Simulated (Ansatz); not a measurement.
[Br···H···Cl], doublet: transfer scan

Starting geometry:

```xyz
3

Br    0.0000    0.0000   -1.5332
H     0.0000    0.0000   -0.1126
Cl    0.0000    0.0000    1.6458
```

From there H2 is moved from one fragment to the other while all else, the fragments' distance too, stays fixed; atoms are numbered as listed. Energies are in kcal/mol, counted from the starting geometry at the same level.

Basis cc-pVDZ; Ansatz 0.2.0. Only valence electrons are correlated (noble-gas cores and the filled d shells of p-block atoms frozen). Prefix R: restricted or restricted open-shell reference; prefix U: unrestricted. Active spaces: valence = (15e, 9o) chosen from the atoms' valence shells. No spin–orbit coupling is included, and no scalar relativity.

HF rows are the lowest solutions found. Coupled cluster chose its determinant by trial CCSD, here up to 0.06 eV above the lowest Hartree–Fock solution of its kind, and MP2 stands on that determinant too. Runs in a small pair space aren't shown, since their orbitals change along the scan. A value is left out where its run failed or describes another state than the reference as far as symmetry and spin tell, or, spin-broken singlets apart, can't be checked.

Full CI isn't at hand for all of this; UCCSDT(Q) serves as the reference, and is uncertain by about the last step of the cluster series. The frozen core follows each run's orbitals, which can shift R against U totals by a few meV for light atoms and by up to 0.1 eV past Ca.

```tsv
distance Br1-H2 (Å)	UCCSDT(Q)	error UHF	error RMP2	error UCCSD(T)	error UCCSDT	error NEVPT2 (valence space)	error MRCISD+Q(relaxed) (valence space)
1.321	4.4	-2.4	-0.5	-0.1	0.0	0.1	-0.1
1.421	0.0	0.0	0.0	0.0	0.0	0.0	0.0
1.479	-0.5	1.6	0.4	0.1	0.0	-0.2	0.0
1.537	-0.5	3.0	0.5	0.1	0.0	-0.4	0.1
1.596	-0.8	4.1	-0.4	0.1	0.1	-0.5	0.1
1.654	-1.9	4.4	-1.0	0.1	0.1	-0.6	0.1
1.712	-3.8	3.9	-0.3	0.1	0.1	-0.6	0.1
1.771	-6.2	2.8	-0.4	0.0	0.0	-0.5	0.1
1.829	-8.3	–	-0.8	0.0	0.0	-0.5	0.0
```

Errors are those of relative energies. In total energy the starting point itself misses UCCSDT(Q) by: UHF 177.1, RMP2 22.4, UCCSD(T) 0.6, UCCSDT 0.3, NEVPT2 (valence space) 37.3, MRCISD+Q(relaxed) (valence space) 0.5 kcal/mol.

Spread of the error over the points with a reference, to 1.829 Å (largest less smallest): UCCSDT 0.1, MRCISD+Q(relaxed) (valence space) 0.2, UCCSD(T) 0.2, NEVPT2 (valence space) 0.8, RMP2 1.5, UHF 6.8 (8 of 9 points) kcal/mol.
